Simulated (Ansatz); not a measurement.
# PHO (quintet): from Hartree-Fock to the top rungs, cc-pVTZ

The task here is to estimate one member of a computed series from the others.

Program: Ansatz 0.2.0, Gaussian basis. Level of theory: cc-pVTZ, core rule «outside noble gas», up to 6 orbitals frozen. These are calculated values, not measurements.

The runs, in order: UHF; CCSD(T) on ROHF; CCSD(T) on UHF; BCCD(T) on ROHF; CCSDT(Q) on ROHF; CCSDT(Q) on UHF; CASSCF and MRCISD+Q, 12 electrons in 9 orbitals; CASSCF and NEVPT2, 12 electrons in 9 orbitals.

4 further runs of the same task are left out: 4 set aside as unsound or not needed.

**The geometry**

The geometry is a PBE0/def2-TZVP stationary point (not a proven minimum) of the parent state, kept for this charge and spin.

3 atoms, charge 0, spin multiplicity 5.

Atoms are counted from 1 here; the program's logs count them from 0.

Bond lengths: O1–P2 1.634 Å, O1–H3 0.963 Å. Angles: P2–O1–H3 114.8°.

Geometry (Å):

```
atom   x (Å)    y (Å)    z (Å)
  O1  0.0000  -0.1018   1.0417
  P2  0.0000   0.0286  -0.5874
  H3  0.0000   0.7367   1.5146
```

The first run:

Contents of in.yaml:

```yaml
crystal:
  periodic: [false, false, false]
  atoms:
    - {symbol: O, position_ang: [0.000000, -0.101812, 1.041721]}
    - {symbol: P, position_ang: [0.000000, 0.028618, -0.587387]}
    - {symbol: H, position_ang: [0.000000, 0.736686, 1.514642]}
basis:
  gaussian: {orbitals: cc-pVTZ}
magnetization: {spin_polarized: true, initial_magnetization: 4}
hamiltonian: {xc: hf}
output: {orbitals: {seedname: orbitals}}
```

Run with:

```console
$ ansatz run in.yaml --threads 1 --pin off --events-out ev --progress --plain --max-ram 4096MiB --backend cpu
```

Among the steps run: UHF; CCSD(T) on ROHF; CCSD(T) on UHF; BCCD(T) on ROHF; CCSDT(Q) on ROHF; CCSDT(Q) on UHF; CASSCF and MRCISD+Q, 12 electrons in 9 orbitals; CASSCF and NEVPT2, 12 electrons in 9 orbitals.

One table of the session follows, with a row left open; its other results are not shown here.

```
          method  from UCCSDT(Q) (meV)
            ROHF               +9749.2
             UHF               +9562.7
            RMP2                +838.4
            UMP2                +898.4
           RCCSD                +459.1
           UCCSD                     ?
        RCCSD(T)                 +54.0
        UCCSD(T)                 +54.0
         BCCD(T)                 +53.2
          RCCSDT                 +29.5
          UCCSDT                 +26.3
       RCCSDT(Q)                  +7.2
       UCCSDT(Q)                     0
  CASSCF valence               +8884.1
  NEVPT2 valence               +1573.5
  MRCISD valence                +961.6
MRCISD+Q valence                +291.5
```

Estimate the missing values for UCCSD.

**Answer.** from UCCSDT(Q) (meV): +444.6. In the column «from UCCSDT(Q) (meV)» it lies between MRCISD+Q valence (+291.5) and RCCSD (+459.1).

Some runs used a GPU and others CPU threads alone; cost is compared among the CPU runs only.

Caveats from the session: Of the multireference levels listed MRCISD+Q valence comes nearest in total energy (+291.5 meV), which doesn't show that its space is the better one. Restricted and unrestricted rows rest on different reference determinants; where their highest levels disagree by more than a few hundredths of an eV, they describe different states and don't form one ladder.
